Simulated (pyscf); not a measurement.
Single points on ωB97X-D3(BJ)/def2-SVP structures (PySCF, gas phase).

Task: PBE/def2-TZVP puts the barrier of hydrogen (H₂) + hydroxymethyl (•H₂C–OH) → methanol (H₃C–OH) + H atom (H•) (hydrogen abstraction; doublet surface; H–H broken, C–H formed) at 8.4 kcal/mol and the reaction energy at +6.5 kcal/mol, from the separated reactants. What do r²SCAN/def2-TZVP, B3LYP-D3(BJ)/def2-TZVP, ωB97M-D3(BJ)/def2-TZVP give on the same structures?

Result: r²SCAN: ΔE‡ = 11.0 kcal/mol, ΔE = +9.7 kcal/mol; B3LYP-D3(BJ): ΔE‡ = 12.1 kcal/mol, ΔE = +9.4 kcal/mol; ωB97M-D3(BJ): ΔE‡ = 14.3 kcal/mol, ΔE = +6.1 kcal/mol. PBE's barrier lies under all of them, by 2.5 to 5.8 kcal/mol. Its reaction energy lies among theirs. One saddle was located; it need not be the lowest between these sides. The angle at the transferred H is 178°.
